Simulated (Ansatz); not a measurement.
A calculation with Ansatz (development build ahead of 0.2.0).

```yaml
crystal:
  periodic: [false, false, false]
  atoms:
    - { symbol: O, position_ang: [0.0, 0.0, 0.0] }
    - { symbol: Cl, position_ang: [0.0, 0.0, 4.536] }
    - { symbol: O, position_ang: [0.0, 0.0, -1.26] }
basis:
  gaussian: { orbitals: pcseg-2 }
total_charge: -1
magnetization:
  initial_magnetization: 2
hamiltonian:
  xc: { name: wB97X }
```

The input is written out in the form of the current development build from the run's settings.

The run gave:

* Converged: yes
* Total energy: -610.62007 hartree
* Spin squared of the determinant: 2.000
* Stability test: minimum among restricted orbitals

Caution: stretched shape with no unrestricted run beside it, a lower state can exist; no diffuse functions for an anion; charge can spread falsely over distant fragments; other spin multiplicities may lie lower.
